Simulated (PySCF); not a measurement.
A species of formula C2H5O (doublet) has this rotational fingerprint, computed with PBE0-D3(BJ)/def2-SVP geometry optimisation, gas phase (PySCF):

| Item | Value |
| --- | --- |
| Rotational constants | A = 40045, B = 9614, C = 8570 MHz |
| Dipole components | \|μa\| = 1.57 D, \|μb\| = 1.22 D, \|μc\| = 0.00 D |
| Inertial defect | -6.22 u·Å² |
| κ | -0.93 |

Question: Which structure is it? (One computed conformer of each.)
A. `[CH3:1][CH:2][OH:3]` (doublet state) with C1–C2–O3–H -27°
B. `CC[O]` [radical]

Answer: B. It is CC[O], a near-prolate asymmetric top, point group Cs. The candidates at the same level (rigid rotor, commonest isotopes):

| SMILES | A (MHz) | B (MHz) | C (MHz) | μa (D) | μb (D) | μc (D) | Δ (u·Å²) | point group | rotor |
| --- | --- | --- | --- | --- | --- | --- | --- | --- | --- |
| CC[O] | 40045 | 9614 | 8570 | 1.57 | 1.22 | 0.00 | -6.22 | Cs | near-prolate asymmetric top |
| C[CH]O | 44554 | 9497 | 8301 | 1.08 | 1.18 | 0.08 | -3.68 | – | near-prolate asymmetric top |

`C[CH]O` has A 11 % too high. In the right answer the mirror of this Cs structure is the ab plane, so μc vanishes by symmetry (the 0.01 D computed is a residue). No structure here is proved a minimum.
